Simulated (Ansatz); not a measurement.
in.yaml

```yaml
crystal:
  periodic: [false, false, false]
  atoms:
    - {symbol: C, position_ang: [-1.922722, 0.038195, -0.000001]}
    - {symbol: H, position_ang: [-2.285928, 1.065495, 0.000000]}
    - {symbol: H, position_ang: [-2.285928, -0.475456, 0.889668]}
    - {symbol: H, position_ang: [-2.285927, -0.475456, -0.889669]}
    - {symbol: H, position_ang: [-0.909722, 0.038195, 0.000000]}
    - {symbol: Si, position_ang: [0.986278, 0.038195, 0.000000]}
    - {symbol: H, position_ang: [1.598458, -0.836090, 1.090013]}
    - {symbol: H, position_ang: [1.598459, -0.836089, -1.090012]}
basis:
  gaussian: {orbitals: cc-pVDZ}
magnetization: {spin_polarized: true, initial_magnetization: 0}
hamiltonian: {xc: {name: wB97M-V}}
output: {forces: true, orbitals: {seedname: orbitals}}
```

```sh
$ ansatz run in.yaml --threads 1 --pin off --events-out ev --progress --plain --max-ram 2393MiB
```

Problem. Roughly how long does this take on 1 thread of Intel Xeon Platinum 8259CL, shared host, and how much host memory?

Solution. 12 s wall and 0.25 GiB.

```
  # Of w^i u^j: cxij and so on, Table III.
  gx(w, u) = 1 - cx + cx01*u + cx10*w
  gss(w, u) = css00 + css04*u^4 + css10*w + css20*w^2 + css43*w^4*u^3
  gos(w, u) = cos00 + cos10*w + (cos20 + cos21*u)*w^2 + (cos60 + cos61*u)*w^6
      + integral(e_c_pw_mod_opposite_spin*gos(b97_w_opposite, b97_u_opposite)) + vv10(b, c)
572 factors; integrals over basis functions are off by at most 1.2e-3 eV
222 factors; integrals over basis functions are off by at most 9.6e-6 eV
mean field evaluation 1: about -9005.3867 eV, gradient 2.1e1 eV
mean field evaluation 2: about -9006.4504 eV, gradient 1.5e1 eV
mean field evaluation 4: about -9007.5539 eV, gradient 7.7e-1 eV
mean field evaluation 8: about -9007.6478 eV, gradient 1.6e-1 eV
mean field evaluation 16: about -9007.6498 eV, gradient 1.3e-4 eV
mean field -9007.64976710 eV, -331.0250233368 hartree, gradient 2.0e-5 eV, S^2 0.000000; 1 other end points of the search recorded, 0 dependent functions left out
the calculation of the forces begins
reference -9007.64980587 eV, -331.0250247614 hartree; 13, 13 occupied and 49, 49 virtual orbitals, 572 factors
Total energy: -9007.64980587 eV, -331.0250247614 hartree
Atom 0 at    -1.922722     0.038195    -0.000001 Å, force    -4.396174    -0.505673    -0.000000 eV/Å
Atom 1 at    -2.285928     1.065495     0.000000 Å, force     0.133766     0.290457    -0.000000 eV/Å
Atom 2 at    -2.285928    -0.475456     0.889668 Å, force    -0.136941    -0.147348     0.232643 eV/Å
Atom 3 at    -2.285927    -0.475456    -0.889669 Å, force    -0.136941    -0.147348    -0.232643 eV/Å
Atom 4 at    -0.909722     0.038195     0.000000 Å, force     3.093925     0.140773    -0.000000 eV/Å
Atom 5 at     0.986278     0.038195     0.000000 Å, force     2.044378     1.044652    -0.000000 eV/Å
Atom 6 at     1.598458    -0.836090     1.090013 Å, force    -0.301007    -0.337757     0.137462 eV/Å
Atom 7 at     1.598459    -0.836089    -1.090012 Å, force    -0.301007    -0.337757    -0.137462 eV/Å
Dipole moment:    -0.266059    -0.050146     0.000000 e Å
```

Forces (eV/Å):
```
C   -4.396 -0.506  0.000
H    0.134  0.290  0.000
H   -0.137 -0.147  0.233
H   -0.137 -0.147 -0.233
H    3.094  0.141  0.000
Si   2.044  1.045  0.000
H   -0.301 -0.338  0.137
H   -0.301 -0.338 -0.137
```
